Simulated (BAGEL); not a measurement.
# OH− (hydroxide): CASPT2(8,5)/aug-cc-pVTZ (density fitting with qzvpp-jkfit)

What is the energy change on altering one bond length of OH− (hydroxide) at CASPT2(8,5)/aug-cc-pVTZ (density fitting with qzvpp-jkfit)? 

The results are computed with BAGEL 1.2.2.

### 1 The system as given

The species is OH− (2 atoms), meant as a singlet with charge -1. As SMILES, `[OH-]`. The coordinates come from a PBE0-D4/def2-TZVPD relaxation.

Bond lengths: O1–H2 0.964 Å.

### 2 The energy at CASPT2(8,5)/aug-cc-pVTZ (density fitting with qzvpp-jkfit)

input.json reads:

```json
{ "bagel" : [

{
  "title" : "molecule",
  "basis" : "aug-cc-pvtz.json",
  "df_basis" : "qzvpp-jkfit",
  "angstrom" : "true",
  "geometry" : [
    { "atom" : "O", "xyz" : [       0.411800,      -0.131800,       0.212500 ] },
    { "atom" : "H", "xyz" : [      -0.411800,       0.131800,      -0.212500 ] }
  ]
},

{
  "title" : "hf",
  "charge" : -1
},

{
  "title" : "casscf",
  "nstate" : 1,
  "nact" : 5,
  "nclosed" : 1,
  "charge" : -1,
  "maxiter" : 200,
  "natocc" : "true"
},

{
  "title" : "print",
  "file" : "orbitals.molden",
  "orbitals" : "true"
},

{
  "title" : "smith",
  "method" : "caspt2",
  "ms" : "true",
  "xms" : "true",
  "sssr" : "true",
  "shift" : 0.0,
  "ncore" : 1
}

]}
```

The basis set aug-cc-pVTZ is read from a file made from the Basis Set Exchange's data (not shown).

Started as:

```console
$ BAGEL_NUM_THREADS=1 BAGEL input.json > input.out
```

Output:

```text
* using 1 threads per process

  ===============================================================
  ===============================================================

  *** Geometry ***

  { "atom" : "O", "xyz" : [      0.778189,     -0.249066,      0.401567 ] },
  { "atom" : "H", "xyz" : [     -0.778189,      0.249066,     -0.401567 ] },

  Number of auxiliary basis functions:       95

  Since a DF basis is specified, we compute 2- and 3-index integrals:
    o Being stored without compression. Storage requirement is 0.004 GB

  Number of basis functions:       69
  Number of electrons      :        9

    * METHOD: MOLECULE                             0.02

  *** RHF ***

  === Nuclear Repulsion ===
     4.3935670399

      * DIIS with orbital gradients will be used.

  === RHF iteration (aug-cc-pvtz.json) ===
      0        -75.01353686          0.05111085           0.00
      1        -73.64439737          0.09763124           0.00
      2        -75.38360879          0.01476909           0.00
      3        -75.40947070          0.00433465           0.00
      4        -75.41215012          0.00022165           0.00
      5        -75.41216561          0.00004489           0.00
      6        -75.41216639          0.00001360           0.00
      7        -75.41216645          0.00000477           0.00
      8        -75.41216646          0.00000137           0.00
      9        -75.41216646          0.00000038           0.00
     10        -75.41216646          0.00000024           0.00
     11        -75.41216646          0.00000007           0.00
     12        -75.41216646          0.00000002           0.00
     13        -75.41216646          0.00000001           0.00
    * SCF iteration converged.

    * Permanent dipole moment:
           (    0.504119,    -0.161348,     0.260139) a.u.

    * METHOD: HF                                   0.07

  ---------------------------
      CASSCF calculation
  ---------------------------

    * nstate   :      1
    * nclosed  :      1
    * nact     :      5
    * nvirt    :     63
  === CASSCF iteration (aug-cc-pvtz.json) ===

    * Using the second-order algorithm

      0  0       -75.41216977     4.04e-06      0.00

      1  0       -75.41630824     1.70e-03      0.01

      2  0       -75.43337678     2.21e-03      0.02

      3  0       -75.43540185     9.66e-04      0.03

      4  0       -75.43563399     5.69e-04      0.03

      5  0       -75.43568505     3.27e-04      0.03

      6  0       -75.43569808     1.76e-04      0.03

      7  0       -75.43570151     9.27e-05      0.03

      8  0       -75.43570243     4.84e-05      0.03

      9  0       -75.43570267     2.52e-05      0.03

     10  0       -75.43570273     1.31e-05      0.03

     11  0       -75.43570275     6.78e-06      0.03

     12  0       -75.43570276     3.52e-06      0.03

     13  0       -75.43570276     1.82e-06      0.03

     14  0       -75.43570276     9.45e-07      0.03

     15  0       -75.43570276     4.90e-07      0.03

     16  0       -75.43570276     2.54e-07      0.03

     17  0       -75.43570276     1.32e-07      0.03

     18  0       -75.43570276     6.82e-08      0.02

     19  0       -75.43570276     3.53e-08      0.02

     20  0       -75.43570276     1.83e-08      0.02

     21  0       -75.43570276     9.46e-09      0.02

    * Second-order optimization converged. *

     guess   0:   closed 1111.                open .....

  === FCI iteration ===

      0  0       -75.41179162     4.27e-02      0.00
      1  0       -75.43520445     6.49e-03      0.00
      2  0       -75.43569214     7.79e-04      0.00
      3  0       -75.43570236     1.40e-04      0.00
      4  0       -75.43570276     1.55e-05      0.00
      5  0       -75.43570276     8.66e-07      0.00
      6  0 *     -75.43570276     7.24e-15      0.00

     * ci vector, state   0, <S^2> = 0.0000
       2222.     0.9934880717
       222.2    -0.1116210952

    * METHOD: CASSCF                               0.55

    * METHOD: PRINT                                0.01

  === SMITH program ===

    * freezing 1 orbital

    * Approximate memory requirement for SMITH calulation per MPI process:
      o Storage requirement for T-amplitude, lambda, and residual is 0.00 GB
      o Storage requirement for MO integrals is 0.00 GB
    * Calculating and saving rdm4f

    * Zeroth order energy : state  0       -2.8439867963

    * CASPT2 iteration is performed using redundant basis

      ---- iteration ----

        0    -0.26141158     0.01308587      0.02
        1    -0.26321315     0.00156955      0.02
        2    -0.26330142     0.00034178      0.02
        3    -0.26330297     0.00004086      0.02
        4    -0.26330303     0.00000793      0.02
        5    -0.26330303     0.00000081      0.02

      -------------------

    * CASPT2 energy : state  0      -75.6990057889
        reference weight              0.9291267629

    * METHOD: SMITH                                0.19

  ===============================================================
```

It took 0.97 s on 1 thread of Arm Neoverse V1, shared host.

### 3 The distorted shape at the same level

input.json reads:

```json
{ "bagel" : [

{
  "title" : "molecule",
  "basis" : "aug-cc-pvtz.json",
  "df_basis" : "qzvpp-jkfit",
  "angstrom" : "true",
  "geometry" : [
    { "atom" : "O", "xyz" : [    0.823580,   -0.263594,    0.424990 ] },
    { "atom" : "H", "xyz" : [   -0.411800,    0.131800,   -0.212500 ] }
  ]
},
{ "title" : "hf", "charge" : -1 },
{ "title" : "casscf", "nstate" : 1, "nact" : 5, "nclosed" : 1, "charge" : -1, "maxiter" : 200, "natocc" : "true" },
{ "title" : "print", "file" : "orbitals.molden", "orbitals" : "true" },
{ "title" : "smith", "method" : "caspt2", "ms" : "true", "xms" : "true", "sssr" : "true", "shift" : 0.0, "ncore" : 1 }

]}
```

The basis set aug-cc-pVTZ is read from a file made from the Basis Set Exchange's data (not shown).

Started as:

```console
$ BAGEL_NUM_THREADS=1 BAGEL input.json > input.out
```

Output:

```text
* using 1 threads per process

  ===============================================================
  ===============================================================

  *** Geometry ***

  { "atom" : "O", "xyz" : [      1.556341,     -0.498120,      0.803115 ] },
  { "atom" : "H", "xyz" : [     -0.778189,      0.249066,     -0.401567 ] },

  Number of auxiliary basis functions:       95

  Since a DF basis is specified, we compute 2- and 3-index integrals:
    o Being stored without compression. Storage requirement is 0.004 GB

  Number of basis functions:       69
  Number of electrons      :        9

    * METHOD: MOLECULE                             0.02

  *** RHF ***

  === Nuclear Repulsion ===
     2.9290916036

      * DIIS with orbital gradients will be used.

  === RHF iteration (aug-cc-pvtz.json) ===
      0        -74.84909592          0.04834513           0.00
      1        -72.85408176          0.10647540           0.00
      2        -75.28089029          0.01423076           0.00
      3        -75.30741122          0.00726758           0.00
      4        -75.31788105          0.00089912           0.00
      5        -75.31840109          0.00034997           0.00
      6        -75.31846944          0.00005737           0.00
      7        -75.31847165          0.00000981           0.00
      8        -75.31847167          0.00000172           0.00
      9        -75.31847168          0.00000056           0.00
     10        -75.31847168          0.00000015           0.00
     11        -75.31847168          0.00000004           0.00
     12        -75.31847168          0.00000002           0.00
     13        -75.31847168          0.00000001           0.00
    * SCF iteration converged.

    * Permanent dipole moment:
           (   -0.019699,     0.006305,    -0.010165) a.u.

    * METHOD: HF                                   0.07

  ---------------------------
      CASSCF calculation
  ---------------------------

    * nstate   :      1
    * nclosed  :      1
    * nact     :      5
    * nvirt    :     63
  === CASSCF iteration (aug-cc-pvtz.json) ===

    * Using the second-order algorithm

      0  0       -75.31854953     8.24e-05      0.00

      1  0       -75.31962676     7.98e-04      0.02

      2  0       -75.35873649     7.33e-03      0.02

      3  0       -75.37177647     1.99e-03      0.02

      4  0       -75.37207872     5.71e-04      0.02

      5  0       -75.37209429     1.94e-04      0.02

      6  0       -75.37209605     7.28e-05      0.02

      7  0       -75.37209631     2.80e-05      0.02

      8  0       -75.37209634     1.08e-05      0.02

      9  0       -75.37209635     4.20e-06      0.02

     10  0       -75.37209635     1.63e-06      0.02

     11  0       -75.37209635     6.34e-07      0.02

     12  0       -75.37209635     2.46e-07      0.02

     13  0       -75.37209635     9.57e-08      0.02

     14  0       -75.37209635     3.72e-08      0.02

     15  0       -75.37209635     1.45e-08      0.02

     16  0       -75.37209635     5.60e-09      0.02

    * Second-order optimization converged. *

     guess   0:   closed 1111.                open .....

  === FCI iteration ===

      0  0       -75.31512726     4.33e-02      0.00
      1  0       -75.37099051     6.22e-03      0.00
      2  0       -75.37206116     1.06e-03      0.00
      3  0       -75.37209390     3.40e-04      0.00
      4  0       -75.37209634     2.51e-05      0.00
      5  0       -75.37209635     3.80e-06      0.00
      6  0 *     -75.37209635     7.31e-15      0.00

     * ci vector, state   0, <S^2> = 0.0000
       2222.    -0.9635057491
       222.2     0.2648141816

    * METHOD: CASSCF                               0.37

    * METHOD: PRINT                                0.01

  === SMITH program ===

    * freezing 1 orbital

    * Approximate memory requirement for SMITH calulation per MPI process:
      o Storage requirement for T-amplitude, lambda, and residual is 0.00 GB
      o Storage requirement for MO integrals is 0.00 GB
    * Calculating and saving rdm4f

    * Zeroth order energy : state  0       -2.4451572470

    * CASPT2 iteration is performed using redundant basis

      ---- iteration ----

        0    -0.25021471     0.00602053      0.02
        1    -0.25088023     0.00048496      0.02
        2    -0.25089422     0.00007985      0.02
        3    -0.25089438     0.00000652      0.02
        4    -0.25089438     0.00000073      0.02

      -------------------

    * CASPT2 energy : state  0      -75.6229907339
        reference weight              0.9264089537

    * METHOD: SMITH                                0.16

  ===============================================================
```

Wall time 0.77 s (1 thread of Arm Neoverse V1, shared host).

### 4 Results

Level: CASPT2(8,5)/aug-cc-pVTZ (density fitting with qzvpp-jkfit), 1 core orbital frozen.

```
                                                         quantity         value
                                        first shape: total energy  -75.69901 Eh
                                    distorted shape: total energy  -75.62299 Eh
energy change with the O1–H2 bond stretched from 0.964 to 1.445 Å      2.068 eV
```

**Reading.** With the O1–H2 bond stretched from 0.964 to 1.445 Å the energy rises by 2.07 eV (48 kcal/mol). The first shape isn't relaxed at this level, so the change isn't measured from a minimum.
